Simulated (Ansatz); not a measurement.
# Counterpoise correction, worked out

The pair of CH$_{5}$N (SMILES CN, atoms 1–7) and SiH$_{4}$ (SMILES [SiH4], atoms 8–12), both closed shells, in one local arrangement (a lower one may exist), relaxed at PBE0-D4/def2-TZVP:

```json
{"atom": "C1", "x (Å)": "-0.9026", "y (Å)": "-0.2755", "z (Å)": "-1.4121"}
{"atom": "N2", "x (Å)": "0.4611", "y (Å)": "-0.0023", "z (Å)": "-0.9915"}
{"atom": "H3", "x (Å)": "-1.0380", "y (Å)": "-0.3897", "z (Å)": "-2.4955"}
{"atom": "H4", "x (Å)": "-1.5522", "y (Å)": "0.5342", "z (Å)": "-1.0727"}
{"atom": "H5", "x (Å)": "-1.2510", "y (Å)": "-1.1907", "z (Å)": "-0.9286"}
{"atom": "H6", "x (Å)": "0.8068", "y (Å)": "0.8525", "z (Å)": "-1.4088"}
{"atom": "H7", "x (Å)": "1.0858", "y (Å)": "-0.7465", "z (Å)": "-1.2747"}
{"atom": "Si8", "x (Å)": "0.4805", "y (Å)": "0.2402", "z (Å)": "1.8689"}
{"atom": "H9", "x (Å)": "-0.4280", "y (Å)": "1.2906", "z (Å)": "1.3470"}
{"atom": "H10", "x (Å)": "0.4475", "y (Å)": "0.3574", "z (Å)": "3.3605"}
{"atom": "H11", "x (Å)": "1.8900", "y (Å)": "0.4558", "z (Å)": "1.4611"}
{"atom": "H12", "x (Å)": "-0.0003", "y (Å)": "-1.1259", "z (Å)": "1.5463"}
```

Program: Ansatz 0.2.0. Basis: def2-TZVPPD. Cores are frozen in the correlated methods.

CCSD(T) total energies in eV:

| system | geometry | basis functions | energy |
| --- | --- | --- | --- |
| pair | pair | all | -10534.71986 |
| CH$_{5}$N | as in the pair | all (partner as ghosts) | -2604.21591 |
| SiH$_{4}$ | as in the pair | all (partner as ghosts) | -7930.37037 |
| CH$_{5}$N | as in the pair | its own | -2604.20253 |
| SiH$_{4}$ | as in the pair | its own | -7930.35692 |
| CH$_{5}$N | free (PBE0-D4 minimum) | its own | -2604.20338 |
| SiH$_{4}$ | free (PBE0-D4 minimum) | its own | -7930.38539 |

Task: Work out the interaction energy with and without the counterpoise correction, the superposition error, and the binding energy from the relaxed fragments.

Result: Without correction: -10534.71986 − (-2604.20253) − (-7930.35692) = -0.16041 eV.
With correction (each fragment in the whole basis): -10534.71986 − (-2604.21591) − (-7930.37037) = -0.13358 eV = -3.08 kcal/mol.
The superposition error is the difference, 0.02683 eV, 17 % of the uncorrected value: each fragment borrows its partner's functions.
Deformation from the free shapes: 0.00085 eV for CH$_{5}$N and 0.02847 eV for SiH$_{4}$.
Binding energy from relaxed fragments: -0.13358 + 0.00085 + 0.02847 = -0.10426 eV = -2.40 kcal/mol (electronic, without zero-point energy; negative means bound). For comparison, the corrected interaction energy by CCSD(T) at an estimated basis limit (MP2 extrapolated from triple and quadruple zeta, plus CCSD(T) − MP2 in triple zeta) is -0.157 eV; triple zeta with the correction binds less.

No T1 diagnostic of these runs exceeds 0.012.

For scale, one of the runs: CCSD(T)/def2-TZVPPD, 275 basis functions, launched by `ansatz run in.yaml --threads 4 --pin off --events-out ev --progress --plain --max-ram 9574MiB`. Hardware: 4 CPU threads of an Arm Neoverse V2, shared host. Wall time 82 s; peak host memory 7.3 GiB.
